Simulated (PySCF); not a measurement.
# How the numerical set-up moves the result for SO2²⁺, part 2 of 3

PySCF 2.14.0; each run moves one setting of the base script, with the edits that it forces.

## (4) Jorge-dzp-dkh (X2C on)

Edit 2 changes basis set: 6-31+g* → jorge-dzp-dkh; spin-free X2C: off → on.

input.py

```python
from pyscf import gto, scf

mol = gto.M(
    atom='S 0 0 0; O 0 0 1.3951; O 0 0 -1.3951',
    basis='jorge-dzp-dkh',
    charge=2,
    spin=0,
    symmetry=True,
    verbose=4,
)
mf = scf.UHF(mol)
mf = mf.sfx2c1e()
mf.kernel()
mf.analyze()
print('orbital energies (hartree):', [e[max(0, n-3):n+3].round(4) for e, n in zip(mf.mo_energy, mol.nelec)])
```

Started as:

```sh
$ OMP_NUM_THREADS=1 python input.py
```

Standard output:

```text
[lines on the frontier levels of each cycle are left out]
PySCF version 2.14.0

[INPUT] verbose = 4
[INPUT] num. atoms = 3
[INPUT] num. electrons = 30
[INPUT] charge = 2
[INPUT] spin (= nelec alpha-beta = 2S) = 0
[INPUT] symmetry True subgroup None
[INPUT] Mole.unit = angstrom
[INPUT] Symbol           X                Y                Z      unit          X                Y                Z       unit  Magmom
[INPUT]  1 S      0.000000000000   0.000000000000   0.000000000000 AA    0.000000000000   0.000000000000   0.000000000000 Bohr   0.0
[INPUT]  2 O      0.000000000000   0.000000000000   1.395100000000 AA    0.000000000000   0.000000000000   2.636356916381 Bohr   0.0
[INPUT]  3 O      0.000000000000   0.000000000000  -1.395100000000 AA    0.000000000000   0.000000000000  -2.636356916381 Bohr   0.0

nuclear repulsion = 109.241657762856
point group symmetry = Dooh
symmetry origin: [0. 0. 0.]
symmetry axis x: [1. 0. 0.]
symmetry axis y: [0. 1. 0.]
symmetry axis z: [0. 0. 1.]
num. orbitals of irrep A1g = 15
num. orbitals of irrep E1gx = 4
num. orbitals of irrep E1gy = 4
num. orbitals of irrep A1u = 11
num. orbitals of irrep E1uy = 7
num. orbitals of irrep E1ux = 7
num. orbitals of irrep E2gx = 2
num. orbitals of irrep E2gy = 2
num. orbitals of irrep E2uy = 1
num. orbitals of irrep E2ux = 1
number of shells = 26
number of NR pGTOs = 102
number of NR cGTOs = 54
basis = jorge-dzp-dkh
ecp = {}

******** <class 'pyscf.x2c.sfx2c1e.sfX2C1eSymAdaptedUHF'> ********
method = sfX2C1eSymAdaptedUHF
initial guess = minao
damping factor = 0
level_shift factor = 0
DIIS = <class 'pyscf.scf.diis.CDIIS'>
diis_start_cycle = 1
diis_space = 8
diis_damp = 0
SCF conv_tol = 1e-09
SCF conv_tol_grad = None
SCF max_cycles = 50
direct_scf = True
direct_scf_tol = 1e-13
number electrons alpha = 15  beta = 15

******** <class 'pyscf.x2c.sfx2c1e.SpinFreeX2CHelper'> ********
approx = 1e
xuncontract = 1
Freeze 0 electrons in irreps []
    30 free electrons in irreps A1g E1gx E1gy A1u E1uy E1ux E2gx E2gy E2uy E2ux
Set gradient conv threshold to 3.16228e-05
init E= -549.313034659306
cycle= 1 E= -546.911931202032  delta_E=  2.4  |g|= 0.712  |ddm|= 1.74
cycle= 2 E= -547.073833855888  delta_E= -0.162  |g|= 0.497  |ddm|= 1.09
cycle= 3 E= -547.162311780157  delta_E= -0.0885  |g|= 0.134  |ddm|= 0.42
cycle= 4 E= -547.168424762022  delta_E= -0.00611  |g|= 0.0119  |ddm|= 0.0905
cycle= 5 E= -547.168539987725  delta_E= -0.000115  |g|= 0.00468  |ddm|= 0.0174
cycle= 6 E= -547.168552886553  delta_E= -1.29e-05  |g|= 0.000907  |ddm|= 0.0056
cycle= 7 E= -547.168554378215  delta_E= -1.49e-06  |g|= 0.000577  |ddm|= 0.00179
cycle= 8 E= -547.168555554384  delta_E= -1.18e-06  |g|= 0.000417  |ddm|= 0.00181
cycle= 9 E= -547.168556635501  delta_E= -1.08e-06  |g|= 0.000261  |ddm|= 0.00229
cycle= 10 E= -547.168557235745  delta_E= -6e-07  |g|= 5.26e-05  |ddm|= 0.00285
cycle= 11 E= -547.168557248465  delta_E= -1.27e-08  |g|= 1.96e-05  |ddm|= 0.00037
cycle= 12 E= -547.168557249327  delta_E= -8.62e-10  |g|= 6.65e-06  |ddm|= 6.29e-05
Extra cycle  E= -547.168557249385  delta_E= -5.87e-11  |g|= 4.15e-06  |ddm|= 1.08e-05
converged SCF energy = -547.168557249385  <S^2> = 2.5684166e-10  2S+1 = 1
**** SCF Summaries ****
Total Energy =                        -547.168557249385231
Nuclear Repulsion Energy =             109.241657762855738
One-electron Energy =                 -950.073152509458282
Two-electron Energy =                  293.662937497217285
Two-electron Coulomb Energy =          334.453393159371558
DFT Exchange-Correlation Energy =      -40.790455662154272
TODO: total wave-function symmetry for Dooh
alpha occupancy for each irrep:    A1g E1gx E1gy  A1u E1uy E1ux E2gx E2gy E2uy E2ux
                                     5    1    1    4    2    2    0    0    0    0
beta  occupancy for each irrep:    A1g E1gx E1gy  A1u E1uy E1ux E2gx E2gy E2uy E2ux
                                     5    1    1    4    2    2    0    0    0    0
**** MO energy ****
alpha MO #1 (A1g #1), energy= -93.2558724358059 occ= 1
alpha MO #2 (A1u #1), energy= -21.413658166068 occ= 1
alpha MO #3 (A1g #2), energy= -21.4136279341979 occ= 1
alpha MO #4 (A1g #3), energy= -9.99378430718777 occ= 1
alpha MO #5 (A1u #2), energy= -7.62938446864358 occ= 1
alpha MO #6 (E1uy #1), energy= -7.62567718454282 occ= 1
alpha MO #7 (E1ux #1), energy= -7.62567718454282 occ= 1
alpha MO #8 (A1g #4), energy= -2.22896880923165 occ= 1
alpha MO #9 (A1u #3), energy= -2.14766123684867 occ= 1
alpha MO #10 (A1g #5), energy= -1.51334811603915 occ= 1
alpha MO #11 (E1uy #2), energy= -1.35504549160185 occ= 1
alpha MO #12 (E1ux #2), energy= -1.35504549160185 occ= 1
alpha MO #13 (A1u #4), energy= -1.34554851439353 occ= 1
alpha MO #14 (E1gx #1), energy= -1.23517190708225 occ= 1
alpha MO #15 (E1gy #1), energy= -1.23517190708225 occ= 1
alpha MO #16 (A1g #6), energy= -0.672776818152158 occ= 0
alpha MO #17 (E1uy #3), energy= -0.609458575976583 occ= 0
alpha MO #18 (E1ux #3), energy= -0.609458575976583 occ= 0
alpha MO #19 (A1u #5), energy= -0.139430741007605 occ= 0
alpha MO #20 (A1g #7), energy= -0.0715855804880903 occ= 0
alpha MO #21 (E1uy #4), energy= -0.0600889047603426 occ= 0
alpha MO #22 (E1ux #4), energy= -0.0600889047603426 occ= 0
alpha MO #23 (E2gx #1), energy= 0.01847628927292 occ= 0
alpha MO #24 (E2gy #1), energy= 0.01847628927292 occ= 0
alpha MO #25 (A1u #6), energy= 0.176464031805711 occ= 0
alpha MO #26 (E1gx #2), energy= 0.192890827074067 occ= 0
alpha MO #27 (E1gy #2), energy= 0.192890827074067 occ= 0
alpha MO #28 (A1g #8), energy= 0.199529561896142 occ= 0
alpha MO #29 (E1gx #3), energy= 0.27587862384612 occ= 0
alpha MO #30 (E1gy #3), energy= 0.27587862384612 occ= 0
alpha MO #31 (A1u #7), energy= 0.335160276700908 occ= 0
alpha MO #32 (E1uy #5), energy= 0.434026213872703 occ= 0
alpha MO #33 (E1ux #5), energy= 0.434026213872703 occ= 0
alpha MO #34 (A1g #9), energy= 1.07126257277807 occ= 0
alpha MO #35 (A1g #10), energy= 1.22205491287043 occ= 0
alpha MO #36 (A1u #8), energy= 1.48969555183974 occ= 0
alpha MO #37 (E1uy #6), energy= 2.18319778495022 occ= 0
alpha MO #38 (E1ux #6), energy= 2.18319778495022 occ= 0
alpha MO #39 (E2uy #1), energy= 2.34381505921653 occ= 0
alpha MO #40 (E2ux #1), energy= 2.34381505921653 occ= 0
alpha MO #41 (E2gx #2), energy= 2.38285323202213 occ= 0
alpha MO #42 (E2gy #2), energy= 2.38285323202213 occ= 0
alpha MO #43 (E1uy #7), energy= 2.51894031241077 occ= 0
alpha MO #44 (E1ux #7), energy= 2.51894031241077 occ= 0
alpha MO #45 (A1u #9), energy= 2.56577976319747 occ= 0
alpha MO #46 (E1gx #4), energy= 2.75639516083223 occ= 0
alpha MO #47 (E1gy #4), energy= 2.75639516083223 occ= 0
alpha MO #48 (A1u #10), energy= 2.99185346185326 occ= 0
alpha MO #49 (A1g #11), energy= 3.01769164637261 occ= 0
alpha MO #50 (A1g #12), energy= 23.1909515085763 occ= 0
alpha MO #51 (A1g #13), energy= 33.8184674897514 occ= 0
alpha MO #52 (A1u #11), energy= 34.1098436626737 occ= 0
alpha MO #53 (A1g #14), energy= 147.709481492122 occ= 0
alpha MO #54 (A1g #15), energy= 736.69120054564 occ= 0
beta  MO #1 (A1g #1), energy= -93.2558722588766 occ= 1
beta  MO #2 (A1u #1), energy= -21.4136575115042 occ= 1
beta  MO #3 (A1g #2), energy= -21.4136272797521 occ= 1
beta  MO #4 (A1g #3), energy= -9.99378391081389 occ= 1
beta  MO #5 (A1u #2), energy= -7.62938405583861 occ= 1
beta  MO #6 (E1uy #1), energy= -7.62567749922733 occ= 1
beta  MO #7 (E1ux #1), energy= -7.62567749922733 occ= 1
beta  MO #8 (A1g #4), energy= -2.22896749391042 occ= 1
beta  MO #9 (A1u #3), energy= -2.14765921566714 occ= 1
beta  MO #10 (A1g #5), energy= -1.51334973083691 occ= 1
beta  MO #11 (E1uy #2), energy= -1.3550440645125 occ= 1
beta  MO #12 (E1ux #2), energy= -1.3550440645125 occ= 1
beta  MO #13 (A1u #4), energy= -1.34555406051191 occ= 1
beta  MO #14 (E1gx #1), energy= -1.23516787234008 occ= 1
beta  MO #15 (E1gy #1), energy= -1.23516787234008 occ= 1
beta  MO #16 (A1g #6), energy= -0.672778105307472 occ= 0
beta  MO #17 (E1uy #3), energy= -0.609457035490336 occ= 0
beta  MO #18 (E1ux #3), energy= -0.609457035490336 occ= 0
beta  MO #19 (A1u #5), energy= -0.139430610981258 occ= 0
beta  MO #20 (A1g #7), energy= -0.0715857878911095 occ= 0
beta  MO #21 (E1uy #4), energy= -0.0600891542285806 occ= 0
beta  MO #22 (E1ux #4), energy= -0.0600891542285806 occ= 0
beta  MO #23 (E2gx #1), energy= 0.0184752938248101 occ= 0
beta  MO #24 (E2gy #1), energy= 0.0184752938248101 occ= 0
beta  MO #25 (A1u #6), energy= 0.176464633108466 occ= 0
beta  MO #26 (E1gx #2), energy= 0.192891054499647 occ= 0
beta  MO #27 (E1gy #2), energy= 0.192891054499647 occ= 0
beta  MO #28 (A1g #8), energy= 0.199529233194809 occ= 0
beta  MO #29 (E1gx #3), energy= 0.275879389253556 occ= 0
beta  MO #30 (E1gy #3), energy= 0.275879389253556 occ= 0
beta  MO #31 (A1u #7), energy= 0.335158977730838 occ= 0
beta  MO #32 (E1uy #5), energy= 0.43402732867221 occ= 0
beta  MO #33 (E1ux #5), energy= 0.43402732867221 occ= 0
beta  MO #34 (A1g #9), energy= 1.07126106463518 occ= 0
beta  MO #35 (A1g #10), energy= 1.22205597418916 occ= 0
beta  MO #36 (A1u #8), energy= 1.48969540022411 occ= 0
beta  MO #37 (E1uy #6), energy= 2.1831974571342 occ= 0
beta  MO #38 (E1ux #6), energy= 2.1831974571342 occ= 0
beta  MO #39 (E2uy #1), energy= 2.34381690681476 occ= 0
beta  MO #40 (E2ux #1), energy= 2.34381690681476 occ= 0
beta  MO #41 (E2gx #2), energy= 2.38285511712558 occ= 0
beta  MO #42 (E2gy #2), energy= 2.38285511712558 occ= 0
beta  MO #43 (E1uy #7), energy= 2.51894002494621 occ= 0
beta  MO #44 (E1ux #7), energy= 2.51894002494621 occ= 0
beta  MO #45 (A1u #9), energy= 2.56577962504083 occ= 0
beta  MO #46 (E1gx #4), energy= 2.75639500776228 occ= 0
beta  MO #47 (E1gy #4), energy= 2.75639500776228 occ= 0
beta  MO #48 (A1u #10), energy= 2.99185331212497 occ= 0
beta  MO #49 (A1g #11), energy= 3.0176911565254 occ= 0
beta  MO #50 (A1g #12), energy= 23.1909519609717 occ= 0
beta  MO #51 (A1g #13), energy= 33.8184680787274 occ= 0
beta  MO #52 (A1u #11), energy= 34.1098442701393 occ= 0
beta  MO #53 (A1g #14), energy= 147.709481657863 occ= 0
beta  MO #54 (A1g #15), energy= 736.691200718208 occ= 0
 ** Mulliken pop alpha/beta on meta-lowdin orthogonal AOs **
 ** Mulliken pop       alpha | beta **
pop of  0 S 1s        1.00000 | 1.00000
pop of  0 S 2s        0.99999 | 0.99999
pop of  0 S 3s        0.53758 | 0.53757
pop of  0 S 4s        0.01243 | 0.01243
pop of  0 S 5s        0.00145 | 0.00145
pop of  0 S 6s        0.00106 | 0.00106
pop of  0 S 7s        0.00009 | 0.00009
pop of  0 S 2px       0.99999 | 0.99999
pop of  0 S 2py       0.99999 | 0.99999
pop of  0 S 2pz       1.00000 | 1.00000
pop of  0 S 3px       0.39126 | 0.39127
pop of  0 S 3py       0.39126 | 0.39127
pop of  0 S 3pz       0.38699 | 0.38699
pop of  0 S 4px       0.01574 | 0.01574
pop of  0 S 4py       0.01574 | 0.01574
pop of  0 S 4pz       0.02419 | 0.02419
pop of  0 S 5px       0.00084 | 0.00084
pop of  0 S 5py       0.00084 | 0.00084
pop of  0 S 5pz       0.00593 | 0.00593
pop of  0 S 3dxy      0.00000 | 0.00000
pop of  0 S 3dyz      0.03637 | 0.03637
pop of  0 S 3dz^2     0.00549 | 0.00549
pop of  0 S 3dxz      0.03637 | 0.03637
pop of  0 S 3dx2-y2    0.00000 | 0.00000
pop of  1 O 1s        1.00000 | 1.00000
pop of  1 O 2s        0.90106 | 0.90106
pop of  1 O 3s        0.00157 | 0.00157
pop of  1 O 4s        0.00005 | 0.00005
pop of  1 O 2px       0.77112 | 0.77112
pop of  1 O 2py       0.77112 | 0.77112
pop of  1 O 2pz       0.60078 | 0.60079
pop of  1 O 3px       0.00275 | 0.00275
pop of  1 O 3py       0.00275 | 0.00275
pop of  1 O 3pz       0.00416 | 0.00416
pop of  1 O 3dxy      0.00000 | 0.00000
pop of  1 O 3dyz      0.00403 | 0.00403
pop of  1 O 3dz^2     0.00479 | 0.00479
pop of  1 O 3dxz      0.00403 | 0.00403
pop of  1 O 3dx2-y2    0.00000 | 0.00000
pop of  2 O 1s        1.00000 | 1.00000
pop of  2 O 2s        0.90106 | 0.90106
pop of  2 O 3s        0.00157 | 0.00157
pop of  2 O 4s        0.00005 | 0.00005
pop of  2 O 2px       0.77112 | 0.77112
pop of  2 O 2py       0.77112 | 0.77112
pop of  2 O 2pz       0.60078 | 0.60079
pop of  2 O 3px       0.00275 | 0.00275
pop of  2 O 3py       0.00275 | 0.00275
pop of  2 O 3pz       0.00416 | 0.00416
pop of  2 O 3dxy      0.00000 | 0.00000
pop of  2 O 3dyz      0.00403 | 0.00403
pop of  2 O 3dz^2     0.00479 | 0.00479
pop of  2 O 3dxz      0.00403 | 0.00403
pop of  2 O 3dx2-y2    0.00000 | 0.00000
In total            15.00000 | 15.00000
 ** Mulliken atomic charges   ( Nelec_alpha | Nelec_beta ) **
charge of  0S =      2.27279  (     6.86360      6.86361 )
charge of  1O =     -0.13640  (     4.06820      4.06820 )
charge of  2O =     -0.13640  (     4.06820      4.06820 )
Dipole moment(X, Y, Z, Debye): -0.00000,  0.00000, -0.00000
orbital energies (hartree): [array([-1.3455, -1.2352, -1.2352, -0.6728, -0.6095, -0.6095]), array([-1.3456, -1.2352, -1.2352, -0.6728, -0.6095, -0.6095])]
```

Run time: 1.8 s. Hardware: 1 thread of Arm Neoverse N1, shared host.

This run: E(SCF) = -547.168557 Eh, 12 cycles.

(Part 2 of 3 ends here.)
